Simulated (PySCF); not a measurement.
**Relaxation of doublet [CH2]+**

Computed with UPBE0 in PySCF with C def2-TZVP, H def2-TZVP; no relativity; density-fitted integrals. A (50,194) grid was used.

A start displaced from a saddle point along its imaginary mode, of C2v symmetry, held to at least that symmetry:

Coordinates in bohr (charge 1 multiplicity 2):
```
C     0.0367    0.0102    0.0000
H    -0.2185   -0.0608    2.0663
H    -0.2185   -0.0608   -2.0663
```

Optimiser trace:
```csv
step,E − E(last) (kJ/mol),largest gradient (Eh/bohr)
0,8.25,0.00675
1,5.75,0.00880
2,0.50,0.00482
3,0.01,0.00075
4,0.00,0.00018
5,0.00,0.00006
```

It ends at C2v with C–H 1.098 Å (×2); H–C–H 141.1°. A frequency run shows a minimum. Other isomers or separated fragments may lie lower.

The relaxation took 2.5 s on 2 threads of a shared Arm Neoverse V2 host, with 43 basis functions and 8 gradients; the process peaked at 0.51 GiB. Launch command: `OMP_NUM_THREADS=2 python axn.py task.json out`.
